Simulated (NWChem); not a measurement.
All runs are NWChem calculations. System: HO, charge 0, spin multiplicity 2, at a geometry optimised with UPBE0/def2-SVP. The structure started from a generated list of species. Its SCF solution wasn't tested for a lower state. Level: UMP2/STO-3G, 1 core orbitals frozen.

Job file:

```
start mol
memory heap 200 mb stack 900 mb global 1100 mb
geometry units angstroms nocenter noautoz
  O      0.000000     0.000000     0.108493
  H      0.000000     0.000000    -0.867944
  symmetry group C2v
end
basis spherical
  * library sto-3g
end
scf
  uhf
  nopen 1
  maxiter 100
  thresh 1e-7
  semidirect memsize 60000000 filesize 0
  # guess.movecs holds the orbitals of an unrestricted PBE0 run
  vectors input guess.movecs output mol.movecs
end
mp2
  freeze core 1
end
task mp2 energy
```

NWChem printed:

```
             Northwest Computational Chemistry Package (NWChem) 7.3.0
             --------------------------------------------------------

                                NWChem Input Module
                                -------------------

 Scaling coordinates for geometry "geometry" by  1.889725989
 (inverse scale =  0.529177249)

 Turning off AUTOSYM since
 SYMMETRY directive was detected!

                             Geometry "geometry" -> ""
                             -------------------------

 Output coordinates in angstroms (scale by  1.889725989 to convert to a.u.)

  No.       Tag          Charge          X              Y              Z
 ---- ---------------- ---------- -------------- -------------- --------------
    1 O                    8.0000     0.00000000     0.00000000     0.10849300
    2 H                    1.0000     0.00000000     0.00000000    -0.86794400

 Effective nuclear repulsion energy (a.u.)       4.3355771975

            Nuclear Dipole moment (a.u.)
            ----------------------------
        X                 Y               Z
 ---------------- ---------------- ----------------
     0.0000000000     0.0000000000     0.0000000000

      Symmetry information
      --------------------

 Group name             C2v
 Group number             16
 Group order               4
 No. of unique centers     2

      Symmetry unique atoms

     1    2


 Summary of "ao basis" -> "" (spherical)
 ------------------------------------------------------------------------------
       Tag                 Description            Shells   Functions and Types
 ---------------- ------------------------------  ------  ---------------------
 *                           sto-3g                   on all atoms

 Summary of "ao basis" -> "ao basis" (spherical)
 ------------------------------------------------------------------------------
       Tag                 Description            Shells   Functions and Types
 ---------------- ------------------------------  ------  ---------------------
 O                           sto-3g                  3        5   2s1p
 H                           sto-3g                  1        1   1s

                                 NWChem SCF Module
                                 -----------------

  ao basis        = "ao basis"
  functions       =     6
  atoms           =     2
  alpha electrons =     5
  beta  electrons =     4
  charge          =   0.00
  wavefunction    = UHF
  use symmetry    = T
  symmetry adapt  = T

 Summary of "ao basis" -> "ao basis" (spherical)
 ------------------------------------------------------------------------------
       Tag                 Description            Shells   Functions and Types
 ---------------- ------------------------------  ------  ---------------------
 O                           sto-3g                  3        5   2s1p
 H                           sto-3g                  1        1   1s

      Symmetry analysis of basis
      --------------------------

        a1          4
        a2          0
        b1          1
        b2          1

 Forming initial guess at       0.0s

   Symmetry analysis of molecular orbitals - initial alpha
   -------------------------------------------------------

  Numbering of irreducible representations:

     1 a1          2 a2          3 b1          4 b2

  Orbital symmetries:

     1 a1          2 a1          3 a1          4 b1          5 b2
     6 a1

   Symmetry analysis of molecular orbitals - initial beta
   ------------------------------------------------------

  Numbering of irreducible representations:

     1 a1          2 a2          3 b1          4 b2

  Orbital symmetries:

     1 a1          2 a1          3 a1          4 b2          5 b1
     6 a1

 Starting SCF solution at       0.0s

 ----------------------------------------------
         Quadratically convergent UHF

 Convergence threshold     :          1.000E-07
 Maximum no. of iterations :          100
 Integral*density screening:          1.000E-09
 ----------------------------------------------

              iter       energy          gnorm     gmax       time
             ----- ------------------- --------- --------- --------
                 1      -74.3627330073  7.34D-02  4.45D-02      0.0
                 2      -74.3632793412  4.46D-03  3.00D-03      0.0
                 3      -74.3632910711  8.70D-06  5.87D-06      0.0
                 4      -74.3632910712  3.06D-11  2.36D-11      0.0

       Final UHF  results
       ------------------

         Total SCF energy =    -74.363291071154
      One electron energy =   -112.055350505089
      Two electron energy =     33.356482236433
 Nuclear repulsion energy =      4.335577197502

                       Sz =      0.5000
                 Sz(Sz+1) =      0.7500
                      S^2 =      0.7534

        Time for solution =      0.0s

       Symmetry analysis of molecular orbitals - alpha
       -----------------------------------------------

  Numbering of irreducible representations:

     1 a1          2 a2          3 b1          4 b2

  Orbital symmetries:

     1 a1          2 a1          3 a1          4 b1          5 b2
     6 a1

       Symmetry analysis of molecular orbitals - beta
       ----------------------------------------------

  Numbering of irreducible representations:

     1 a1          2 a2          3 b1          4 b2

  Orbital symmetries:

     1 a1          2 a1          3 a1          4 b2          5 b1
     6 a1

          Final alpha eigenvalues
          -----------------------

              1
[...]
          Final beta eigenvalues
          ----------------------

              1
    1  -20.2576
    2   -1.1259
    3   -0.5016
    4   -0.3776
    5    0.3603
    6    0.6492

                    UHF Final Alpha Molecular Orbital Analysis
                    ------------------------------------------

 Vector    3  Occ=1.000000D+00  E=-5.495031D-01  Symmetry=a1
              MO Center=  6.2D-17, -6.9D-33, -6.0D-02, r^2= 7.2D-01
   Bfn.  Coefficient  Atom+Function         Bfn.  Coefficient  Atom+Function
  ----- ------------  ---------------      ----- ------------  ---------------
     5      0.699671  1 O  pz                 6     -0.499588  2 H  s
     2      0.455878  1 O  s

 Vector    4  Occ=1.000000D+00  E=-5.243696D-01  Symmetry=b1
              MO Center= -3.3D-17,  3.7D-33,  1.1D-01, r^2= 4.2D-01
   Bfn.  Coefficient  Atom+Function         Bfn.  Coefficient  Atom+Function
  ----- ------------  ---------------      ----- ------------  ---------------
     3      1.000000  1 O  px

 Vector    5  Occ=1.000000D+00  E=-4.294807D-01  Symmetry=b2
              MO Center= -5.6D-52, -5.0D-36,  1.1D-01, r^2= 4.2D-01
   Bfn.  Coefficient  Atom+Function         Bfn.  Coefficient  Atom+Function
  ----- ------------  ---------------      ----- ------------  ---------------
     4      1.000000  1 O  py

 Vector    6  Occ=0.000000D+00  E= 6.135208D-01  Symmetry=a1
              MO Center= -2.1D-18,  2.4D-34, -6.1D-01, r^2= 7.7D-01
   Bfn.  Coefficient  Atom+Function         Bfn.  Coefficient  Atom+Function
  ----- ------------  ---------------      ----- ------------  ---------------
     6      1.141267  2 H  s                  5      0.857090  1 O  pz
     2     -0.593505  1 O  s

                     UHF Final Beta Molecular Orbital Analysis
                     -----------------------------------------

 Vector    2  Occ=1.000000D+00  E=-1.125887D+00  Symmetry=a1
              MO Center=  8.5D-34, -2.7D-17, -1.2D-01, r^2= 5.2D-01
   Bfn.  Coefficient  Atom+Function         Bfn.  Coefficient  Atom+Function
  ----- ------------  ---------------      ----- ------------  ---------------
     2      0.868114  1 O  s                  6      0.246893  2 H  s
     1     -0.235551  1 O  s

 Vector    3  Occ=1.000000D+00  E=-5.015980D-01  Symmetry=a1
              MO Center= -2.7D-34,  8.6D-18, -4.6D-02, r^2= 7.4D-01
   Bfn.  Coefficient  Atom+Function         Bfn.  Coefficient  Atom+Function
  ----- ------------  ---------------      ----- ------------  ---------------
     5      0.659526  1 O  pz                 2      0.535365  1 O  s
     6     -0.529401  2 H  s

 Vector    4  Occ=1.000000D+00  E=-3.775674D-01  Symmetry=b2
              MO Center= -4.6D-34,  1.4D-17,  1.1D-01, r^2= 4.2D-01
   Bfn.  Coefficient  Atom+Function         Bfn.  Coefficient  Atom+Function
  ----- ------------  ---------------      ----- ------------  ---------------
     4      1.000000  1 O  py

 Vector    5  Occ=0.000000D+00  E= 3.602584D-01  Symmetry=b1
              MO Center=  1.8D-36,  5.9D-53,  1.1D-01, r^2= 4.2D-01
   Bfn.  Coefficient  Atom+Function         Bfn.  Coefficient  Atom+Function
  ----- ------------  ---------------      ----- ------------  ---------------
     3      1.000000  1 O  px

 Vector    6  Occ=0.000000D+00  E= 6.491527D-01  Symmetry=a1
              MO Center= -1.2D-34,  3.7D-18, -5.7D-01, r^2= 7.6D-01
   Bfn.  Coefficient  Atom+Function         Bfn.  Coefficient  Atom+Function
  ----- ------------  ---------------      ----- ------------  ---------------
     6      1.112622  2 H  s                  5      0.887831  1 O  pz
     2     -0.614484  1 O  s

 center of mass
 --------------
 x =   0.00000000 y =   0.00000000 z =   0.09564922

 moments of inertia (a.u.)
 ------------------
           3.228005521216           0.000000000000           0.000000000000
           0.000000000000           3.228005521216           0.000000000000
           0.000000000000           0.000000000000           0.000000000000

  Mulliken analysis of the total density
  --------------------------------------

    Atom       Charge   Shell Charges
 -----------   ------   -------------------------------------------------------
    1 O    8     8.16   2.00  1.93  4.24
    2 H    1     0.84   0.84

  Mulliken analysis of the alpha density
  --------------------------------------

    Atom       Charge   Shell Charges
 -----------   ------   -------------------------------------------------------
    1 O    8     4.62   1.00  0.97  2.64
    2 H    1     0.38   0.38

   Mulliken analysis of the beta density
   -------------------------------------

    Atom       Charge   Shell Charges
 -----------   ------   -------------------------------------------------------
    1 O    8     3.55   1.00  0.95  1.59
    2 H    1     0.45   0.45

   Mulliken analysis of the spin density
   -------------------------------------

    Atom       Charge   Shell Charges
 -----------   ------   -------------------------------------------------------
    1 O    8     1.07   0.00  0.02  1.05
    2 H    1    -0.07  -0.07

       Multipole analysis of the density wrt the origin
       ------------------------------------------------

     L   x y z        total         alpha         beta         nuclear
     -   - - -        -----         -----         ----         -------
     0   0 0 0     -0.000000     -5.000000     -4.000000      9.000000

     1   1 0 0     -0.000000     -0.000000     -0.000000      0.000000
     1   0 1 0      0.000000      0.000000      0.000000      0.000000
     1   0 0 1     -0.500087     -0.397066     -0.103021      0.000000

     2   2 0 0     -3.411917     -2.141225     -1.270693      0.000000
     2   1 1 0      0.000000      0.000000      0.000000      0.000000
     2   1 0 1      0.000000      0.000000      0.000000      0.000000
     2   0 2 0     -4.006099     -2.141225     -1.864874      0.000000
     2   0 1 1     -0.000000      0.000000     -0.000000      0.000000
     2   0 0 2     -3.179986     -3.178090     -3.028347      3.026451

                   NWChem MP2 Semi-direct Energy/Gradient Module
                   ---------------------------------------------

  Basis functions       =      6
  Molecular orbitals    =      6
  Frozen core           =      1
  Frozen virtuals       =      0
  Active alpha occupied =      4
  Active beta occupied  =      3
  Active alpha virtual  =      1
  Active beta virtual   =      2
  Use MO symmetry       = T
  Use skeleton AO sym   = T

  AO/Fock/Back tols     =   1.0D-09  1.0D-09  1.0D-09

 GA uses MA = F    GA memory limited = T

 Available:
  local mem=  1.26D+08
 global mem=  1.44D+08
 local disk=  0.00D+00
  mp2_memr nvloc                     1
  nvloc new                     1
   1 passes of   4:        2097152                        110                       364.
   1 passes of   4: M    126156110           G      144179128           F     124058958.

 Semi-direct pass number   1 of   1  for UHF alpha       at        0.0s
  vrange nnbf                    21
  mp2_eaftype                    10  avail_ma_in_mb                  1099
 EAF : mp2_eaftype filesize          10        182.
  mp2_eaf for mointskh                     10
Node 0 wrote      0.0 Mb in      0.0 s     Agg I/O rate:   118.1 Mb/s
 Done moints_semi at        0.0s
  mp2_eaftype                    10  avail_ma_in_mb                  1089
 EAF : mp2_eaftype filesize          10        182.
  mp2_eaf for kh                    10
 Done maket at        0.0s
 Done multipass loop at        0.0s

 GA uses MA = F    GA memory limited = T

 Available:
  local mem=  1.26D+08
 global mem=  1.44D+08
 local disk=  0.00D+00
  mp2_memr nvloc                     2
  nvloc new                     2
   1 passes of   3:        2097152                        128                       507.
   1 passes of   3: M    126156110           G      144179128           F     124058958.

 Semi-direct pass number   1 of   1  for UHF beta        at        0.0s
  vrange nnbf                    21
  mp2_eaftype                    10  avail_ma_in_mb                  1099
 EAF : mp2_eaftype filesize          10        253.
  mp2_eaf for mointskh                     10
Node 0 wrote      0.0 Mb in      0.0 s     Agg I/O rate:   210.1 Mb/s
 Done moints_semi at        0.0s
  mp2_eaftype                    10  avail_ma_in_mb                  1089
 EAF : mp2_eaftype filesize          10        253.
  mp2_eaf for kh                    10
 Done maket at        0.0s
 Done multipass loop at        0.0s

          -------------------------------------------
          SCF energy                 -74.363291071154
          Correlation energy          -0.015992065550
          Singlet pairs                0.000000000000
          Triplet pairs                0.000000000000
          Total MP2 energy           -74.379283136704
          -------------------------------------------

          ---------------------------------------------------
                    Spin Component Scaled (SCS) MP2
          Same spin pairs                      0.000000000000
          Same spin scaling factor             0.333333333333
          Opposite spin pairs                 -0.015992065550
          Opposite spin scaling fact.          1.200000000000
          SCS-MP2 correlation energy          -0.019190478660
          Total SCS-MP2 energy               -74.382481549813
          ---------------------------------------------------

 -----------------------
 Performance information
 -----------------------

 Timer overhead =  9.63D-08 seconds/call

               Nr. of calls         CPU time (s)                 Wall time (s)                GFlops
             ---------------    -------------------     ------------------------------   -------------------
Name         Min   Avg   Max    Min     Avg     Max     Min     Avg     Max   Mx/calls   Min     Max     Sum
mp2: moin     2     2     2   3.34E-3 3.34E-3 3.34E-3  3.34E-3 3.34E-3 3.34E-3 1.67E-3   0.0     0.0     0.0
mp2: make     2     2     2   6.55E-5 6.55E-5 6.55E-5  6.55E-5 6.55E-5 6.55E-5 3.28E-5   0.0     0.0     0.0
mp2: tota     1     1     1   7.06E-3 7.06E-3 7.06E-3  7.06E-3 7.06E-3 7.06E-3 7.06E-3   0.0     0.0     0.0

 The average no. of pstat calls per process was 5.00D+00
 with a timing overhead of 4.82D-07s

 Task  times  cpu:        0.0s     wall:        0.0s

 Total times  cpu:        0.0s     wall:        0.0s
```
